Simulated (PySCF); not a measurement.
## CCSD(T) against full CI for several species

Each species is computed at the geometry given (Å), with frozen cores, in PySCF 2.14.0: RHF-CCSD(T) for singlets, UHF-CCSD(T) otherwise, and full CI in the same basis. The script picks the determinant by trial CCSD, so it needn't be the lowest Hartree–Fock solution. States: [H···H···SiH2] singlet A', SiH3 doublet A', AlN singlet Σ⁺ or Δ. Cases whose determinant has another symmetry than full CI's state, or whose (Q) step broke down, weren't drawn.

Q: Judging by size, spin and bonding and the diagnostics given, rank them by the size of CCSD(T)'s error in total energy against full CI in the same basis, smallest first (an estimate).
A. AlN, singlet, 6-31G: Al 0.000 0.000 0.000; N 0.000 0.000 1.320. T1 0.119, (T) -471 meV in a correlation energy of -5.89 eV
B. SiH$_{3}$, doublet, 6-31G: Si 0.000 0.000 -0.058; H 1.870 0.019 0.540; H -0.953 1.612 0.532; H -0.920 -1.629 0.537. T1 0.031, (T) -62 meV in a correlation energy of -2.73 eV
C. [H···H···SiH2], singlet, 6-31G: H -2.730 0.055 0.000; H -1.614 0.055 0.000; Si 0.104 0.055 0.000; H 0.717 -0.819 1.090; H 0.717 -0.819 -1.090. T1 0.025, (T) -60 meV in a correlation energy of -3.07 eV

A: C (24.9 meV), B (39.3 meV), A (90.9 meV).

```tsv
species	basis	correlated electrons	CCSD(T) − full CI (meV)	CCSDT(Q) − full CI (meV)	unpaired electrons (full CI)	T1	⟨S²⟩ of the determinant
[H···H···SiH2], singlet	6-31G	8	24.9	0.6	0.35	0.025	0.00
SiH3, doublet	6-31G	7	39.3	–	1.15	0.031	0.78
AlN, singlet	6-31G	8	-90.9	-36.3	0.74	0.119	0.00
```

Unpaired electrons are Σ n²(2−n)² over natural occupations; an open shell counts its own unpaired electrons too. Frozen cores follow each run's orbitals, which moves totals by a few meV. A dash: (Q) wasn't run for open shells.
